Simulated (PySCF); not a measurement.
Zinc-blende BP: correlation energy from several methods in one and the same small orbital space (PySCF; 2 atoms at the zone centre, 8 electrons in 17 orbitals, empty ones MP2 natural orbitals of a TZ basis, lattice constant set to 4.538 Å). It tests the methods against each other and lies far from the crystal's limit.

```tsv
method	E_corr (eV per atom)	share of full CI (%)	error (meV)
MP2	-1.6062	66.6	807
CCSD	-2.3801	98.6	33
CCSD(T)	-2.3981	99.4	15
CCSDT	-2.4051	99.7	8
CCSDT(Q)	-2.4098	99.8	4
CCSDTQ	-2.4132	100.0	0
full CI	-2.4135	100.0	0
```

The Hartree–Fock determinant has a weight of 0.86 in the full CI state.

MP2, (T) and (Q) use filled levels shifted down by the Madelung term, which in so small a cell is a large part of the gap, so these rows hang on it.
